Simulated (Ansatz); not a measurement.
C3H5NO can be A, `COC=C=N`, or B, `CC(=N)C=O`.

Calculated with Ansatz (gas phase, PBE0-D4/def2-TZVP geometries, no zero-point term in ΔE). CCSD(T)/CBS is the MP2 limit (def2-TZVPP, def2-QZVPP) plus CCSD(T) − MP2 in def2-TZVPP, frozen cores. DFT in def2-TZVPP. B3LYP here is the variant with VWN-RPA as its local correlation; programs differ in this. One conformer a species, not always the lowest.

A:

```xyz
10

C     0.289   -0.516   -1.648
O    -0.086    0.533   -0.779
C    -0.560    0.078    0.422
C    -0.033    0.467    1.558
N     0.494    0.744    2.625
H     0.599   -0.054   -2.585
H     1.119   -1.097   -1.232
H    -0.555   -1.189   -1.840
H    -1.430   -0.574    0.422
H     0.164    1.608    3.056
```

B:

```xyz
10

C    -1.1455   -0.0819    0.6374
C    -0.0326   -0.1616   -0.3499
N    -0.1677   -0.6973   -1.4872
C     1.2967    0.4347    0.0659
O     2.2592    0.4241   -0.6490
H    -1.3520    0.9597    0.9033
H    -2.0457   -0.5333    0.2252
H    -0.8754   -0.5967    1.5650
H     0.7250   -0.6359   -1.9887
H     1.3381    0.8881    1.0780
```

Problem. Which isomer does CCSD(T)/CBS put lower? Give the gap. (Best estimate.)

Solution. Ansatz gave: B, by 36.6 kcal/mol.

Problem. Give E(B) − E(A) in kcal/mol with CCSD(T)/def2-SVP, CCSD/def2-TZVPP, CCSD(T)/def2-TZVPP, B3LYP, MP2/def2-TZVPP, LDA (SPW92), B2PLYP. (An estimate is asked.)

Solution. Computed: CCSD(T)/def2-SVP -40.7, CCSD/def2-TZVPP -36.6, CCSD(T)/def2-TZVPP -36.9, B3LYP -32.4, MP2/def2-TZVPP -37.8, LDA (SPW92) -30.5, B2PLYP -34.8. None reverses the order clearly.

Problem. Does the order hold for the free energy at 298.15 K (harmonic terms from PBE0-D4)? (Best estimate.)

Solution. Ansatz gave: Yes: G(B) − G(A) = -36.0 kcal/mol, for one conformer each.

Largest T1 diagnostic: 0.014.

Leaving LDA and LC-ωPBE aside and taking each functional with its dispersion term where it has one, the values, not all of them listed here, spread over 3.7 kcal/mol, from PBE-QIDH to BLYP-D4. LDA lies +1.8 kcal/mol from PBE without D4. From PBE to PBE0 (25 % exact exchange), in def2-TZVPP and without D4, E(B) − E(A) moves by −1.3 kcal/mol.
